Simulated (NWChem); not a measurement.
Molecule: hydrogen fluoride (HF); SMILES F

Results from NWChem. Coordinates come from a PBE0/def2-SVP optimisation.

Predict the results for B3LYP/3-21G. Quantities: highest occupied level (eV); orbital gap (eV); dipole (D).


```json
{
  "highest occupied level (eV)": "-9.09",
  "orbital gap (eV)": "11.88",
  "dipole (D)": "1.97"
}
```
